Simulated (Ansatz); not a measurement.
Mulliken charges of `C=C/N=C/S` from PBE/def2-TZVPP in Ansatz (PBE0-D4/def2-TZVP geometry).

| atom | x (Å) | y (Å) | z (Å) | charge (e) |
| --- | --- | --- | --- | --- |
| C1 | -0.801 | -1.748 | 1.062 | -0.187 |
| C2 | -0.081 | -0.939 | 0.291 | -0.024 |
| N3 | -0.356 | 0.417 | 0.195 | -0.142 |
| C4 | 0.378 | 1.118 | -0.561 | 0.009 |
| S5 | 0.084 | 2.827 | -0.724 | -0.044 |
| H6 | -1.630 | -1.360 | 1.641 | 0.087 |
| H7 | -0.572 | -2.803 | 1.125 | 0.100 |
| H8 | 0.758 | -1.329 | -0.295 | 0.046 |
| H9 | 1.216 | 0.714 | -1.143 | 0.050 |
| H10 | 1.088 | 3.051 | -1.587 | 0.105 |

Question: By hand: the dipole of these point charges (1 e Å = 4.8032 D).

Answer: Σ q r = (0.213, 0.072, -0.189) e Å, of length 0.294 e Å = 1.41 D.

Question: How does the dipole of the full density compare? (An estimate is asked.)

Answer: Ansatz gave: (0.378, -0.018, -0.301) e Å, 2.32 D; the point charges give 0.61 times that, at 17° from its direction.

Point charges leave out the atoms' own dipoles, such as those of lone pairs, and Mulliken's split depends on the basis, so the two needn't agree.
